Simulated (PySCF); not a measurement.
**Magnetisability: `InChI=1S/OSi/c1-2`**

Molfile (atoms numbered from 1):
```
OSi
     RDKit          3D

  2  1  0  0  0  0  0  0  0  0999 V2000
    0.7578   -0.0241    0.0569 O   0  0  0  0  0  0  0  0  0  0  0  0
   -0.7655   -0.0159    0.0471 Si  0  0  0  0  0  2  0  0  0  0  0  0
  1  2  2  0
M  RAD  1   2   3
M  END
```

Computed, not measured: GIAO BP86/aug-pcSseg-2 magnetisability, rotational g tensor and spin-rotation constants, non-relativistic, gas phase in PySCF 2.14.0. Geometry: PBE0-D3(BJ)/def2-SVP.

(1) How diamagnetic is it, and how anisotropic?

(2) Split it along the inertial axes a, b, c into diamagnetic and paramagnetic parts about the centre of mass, with the quadrupole moment.

(3) And the rotational g tensor?

## Answers

(1) Isotropic -336 × 10⁻³⁰ J/T², or -20.2 × 10⁻⁶ cm³/mol; principal values -484, -262, -262 × 10⁻³⁰ J/T², anisotropy 223 × 10⁻³⁰ J/T² (root of half the summed squared differences of the principal values). The susceptibility is in cgs units.

(2) 
| axis | χ (10⁻⁶ cm³/mol) | diamagnetic (10⁻⁶ cm³/mol) | paramagnetic (10⁻⁶ cm³/mol) | summed x² of all electrons (Å²) | quadrupole Θ (D Å) |
| --- | --- | --- | --- | --- | --- |
| a | -29.2 | -29.2 | 0.0 | 16.0 | -3.81 |
| b | -15.8 | -82.7 | 66.9 | 3.4 | +1.91 |
| c | -15.8 | -82.7 | 66.9 | 3.4 | +1.91 |

Anisotropies 2χaa − χbb − χcc = -26.8 and 2χbb − χaa − χcc = +13.4 × 10⁻⁶ cm³/mol. Θ is traceless in Buckingham's convention.

(3) 
| axis | rotational constant (GHz) | g | nuclear part | electronic part |
| --- | --- | --- | --- | --- |
| b | 21.3999 | -0.1687 | 0.5039 | -0.6726 |
| c | 21.3999 | -0.1687 | 0.5039 | -0.6726 |

Linear; isotopes 16O, 28Si; no vibrational averaging.
